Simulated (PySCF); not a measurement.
Complexes of alane

Gas-phase complexes of alane, each in one structure from a short search with a few starts, optimised by PBE0-D3(BJ)/def2-TZVPD; other ways of binding may lie lower. Energies in kcal/mol, CCSD(T) at its estimated basis limit, counterpoise-corrected (PySCF): interaction is complex less parts frozen as they stand in it. Contacts are written partner···alane; electrostatic, Pauli and orbital are terms of the uncorrected MP2 energy, whose rest is dispersion or correlation. The CCSD(T) estimate is Hartree-Fock/aug-cc-pVQZ, plus the MP2 correlation part extrapolated as X⁻³ from aug-cc-pVTZ and aug-cc-pVQZ, plus CCSD(T) less MP2 in aug-cc-pVDZ; noble-gas cores are frozen. It isn't the exact limit.

3 other partners are left out, for which the search missed the form known or expected to bind best.

Frequency runs check only 4 of the 7 structures; an imaginary mode is left, so that the point isn't a minimum, in the complex with water (98i cm⁻¹). 1 further partner within 0.25 kcal/mol of a listed one is not ranked.

Problem. Order these partners of alane by interaction energy, strongest first: ethylene, water, hydrogen cyanide, acetylene, phosphine, hydrogen sulfide, dinitrogen.

Solution. water (-23.0), hydrogen cyanide (-20.9), phosphine (-18.3), hydrogen sulfide (-15.2), ethylene (-13.3), acetylene (-12.0), dinitrogen (-6.5).
```
         partner  contact  distance (Å)  interaction  electrostatic  Pauli  orbital
           water   O···Al          2.02        -23.0          -43.0   41.9    -20.2
hydrogen cyanide   N···Al          2.05        -20.9          -38.2   44.2    -23.2
       phosphine   P···Al          2.51        -18.3          -37.9   49.7    -25.5
hydrogen sulfide   S···Al          2.54        -15.2          -28.0   37.3    -19.7
        ethylene   C···Al          2.50        -13.3          -29.6   42.4    -20.4
       acetylene   C···Al          2.45        -12.0          -26.8   38.2    -18.7
      dinitrogen   N···Al          2.21         -6.5          -15.4   26.5    -12.9
```
